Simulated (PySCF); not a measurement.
CH5N.

```xyz
7

C     -0.7067    -0.0174     0.0000
N      0.7492     0.1204     0.0000
H     -1.1149     0.4853     0.8783
H     -1.1149     0.4853    -0.8783
H     -1.0785    -1.0515     0.0000
H      1.1521    -0.3286     0.8136
H      1.1521    -0.3286    -0.8136
```
Charge 0, spin multiplicity 1.

The structure is a stationary point at B3LYP-D3(BJ)/def2-TZVP.

All values below come from HF/pcSseg-2 in PySCF. Non-relativistic, no solvent.

Computed absolute GIAO shielding of each atom: isotropic value and principal components (ppm):
```
atom  σ(iso)    σ11    σ22    σ33  span
----  ------  -----  -----  -----  ----
C1     162.4  144.5  152.7  189.9  45.4
N2     250.6  222.6  249.7  279.7  57.1
H3      29.6   25.6   27.8   35.5   9.9
H4      29.6   25.6   27.8   35.5   9.9
H5      29.6   24.8   27.7   36.1  11.3
H6      31.5   24.3   28.7   41.6  17.3
H7      31.5   24.3   28.7   41.6  17.3
```
